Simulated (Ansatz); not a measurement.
# Rock-salt SnTe (cubic form, which distorts at low temperature)

Computed with PBEsol in Ansatz (plane waves, PAW).

Numerical settings: plane-wave cutoff 520 eV, 12×12×12 k mesh, perturbation theory, force constants from a 4×4×4 q mesh, scalar-relativistic PAW data made under PBE.

Cell: relaxed at this level.

| Quantity | Result |
|---|---|
| zone-centre TO phonon frequency | 27 cm⁻¹ |
| zero-point energy | 0.015 eV/atom |

Note: symmetry holds this phase in the static calculation, where it need not be a minimum.

Spin–orbit coupling is not included.

Ansatz is a quantum-chemistry and plane-wave program.
